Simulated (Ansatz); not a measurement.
Calculated with Ansatz (gas phase, PBE0-D4/def2-TZVP geometries, no zero-point term in ΔE). CCSD(T)/CBS is the MP2 limit (def2-TZVPP, def2-QZVPP) plus CCSD(T) − MP2 in def2-TZVPP, frozen cores. This one scheme is used for every species. Functionals use def2-TZVPP. HSE06 is defined as in plane-wave codes. One conformer a species, not always the lowest.

Consider the substitution at a C–S bond: `N=C(S)S` + H–F → `N=C(F)S` + H₂S.

CCSD(T)/CBS gives +4.7 kcal/mol.

Question: Another level gave -0.7 kcal/mol. Which?
A. r2SCAN0-D4/def2-TZVPP
B. HF/def2-TZVPP
C. HSE06-D4/def2-TZVPP
D. LC-ωPBE/def2-TZVPP

Answer: D. LC-ωPBE -0.7, HSE06-D4 2.3, r2SCAN0-D4 1.0, HF/def2-TZVPP -3.7 kcal/mol.

Largest T1 diagnostic among the species: 0.014.

Leaving LDA and LC-ωPBE aside and taking each functional with its dispersion term where it has one, the values, not all of them listed here, spread over 4.6 kcal/mol, from CAM-B3LYP-D4 to revPBE-D4. At CCSD(T), def2-SVP lies −6.5 kcal/mol from the extrapolated value and def2-TZVPP −1.9 kcal/mol. The D4 term adds +2.3 kcal/mol with B3LYP and +1.2 kcal/mol with PBE0; it sums over pairs of atoms, weighted by their polarisabilities, and B3LYP, whose exchange is more repulsive, gets the larger term.

B3LYP here is the variant with VWN-RPA as its local correlation; programs differ in this.
